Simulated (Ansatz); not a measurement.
# BH (triplet): wave-function methods side by side at distance B1–H2 = 1.474 Å, cc-pVQZ

One table from this session's results is given with a row withheld; the runs are named, their logs left out.

Computed with Ansatz 0.2.0, Gaussian basis. Level: cc-pVQZ, core rule «outside noble gas», up to 1 orbitals frozen.

Plan: UHF; CCSD(T) on ROHF; CCSD(T) on UHF; BCCD(T) on ROHF; CCSDT(Q) on ROHF; CCSDT(Q) on UHF; CASSCF and NEVPT2, 4 electrons in 5 orbitals; Full CI.

17 further runs of the same task are left out: 10 that didn't finish, 7 set aside as unsound or not needed.

### The geometry

The geometry derives from a PBE0/def2-TZVP stationary point (not a proven minimum). One bond is set to the value named and the two fragments are kept rigid.

2 atoms, charge 0, spin multiplicity 3.

Atoms are counted from 1 here; the program's logs count them from 0.

No contacts short enough for the rule that draws bonds.

The first run:

Input file in.yaml:

```yaml
crystal:
  periodic: [false, false, false]
  atoms:
    - {symbol: B, position_ang: [0.000000, 0.000000, 0.000000]}
    - {symbol: H, position_ang: [0.000000, 0.000000, 1.474000]}
basis:
  gaussian: {orbitals: cc-pVQZ}
magnetization: {spin_polarized: true, initial_magnetization: 2}
hamiltonian: {xc: hf}
output: {orbitals: {seedname: orbitals}}
```

Launch:

```sh
$ ansatz run in.yaml --threads 1 --pin off --events-out ev --progress --plain --max-ram 2393MiB
```

Among the steps run: UHF; CCSD(T) on ROHF; CCSD(T) on UHF; BCCD(T) on ROHF; CCSDT(Q) on ROHF; CCSDT(Q) on UHF; CASSCF and NEVPT2, 4 electrons in 5 orbitals; Full CI.

One of the session's tables, all rows but one given; the rest of the session is left out.

It belongs to the step «Misses and costs». 

```
        method  from FCI (meV)
          ROHF         +2075.6
           UHF         +2018.0
          RMP2          +522.3
          UMP2          +510.7
         RCCSD           +76.9
         UCCSD           +72.6
      RCCSD(T)           +18.2
      UCCSD(T)           +16.7
       BCCD(T)               ?
        RCCSDT            +1.0
        UCCSDT            +0.2
     RCCSDT(Q)            +0.2
     UCCSDT(Q)            -0.6
CASSCF valence         +1281.8
NEVPT2 valence          +380.3
           FCI               0
```

**Question.** Estimate the row for BCCD(T).

The run gave: from FCI (meV): +17.2. In the column «from FCI (meV)» it lies between UCCSD(T) (+16.7) and RCCSD(T) (+18.2).

Limits of these values: Levels on UHF freeze UHF's core orbitals, full CI those of ROHF, so the U rows can settle a little off it for that reason alone. Restricted and unrestricted rows rest on different reference determinants; where their highest levels disagree by more than a few hundredths of an eV, they describe different states and don't form one ladder.
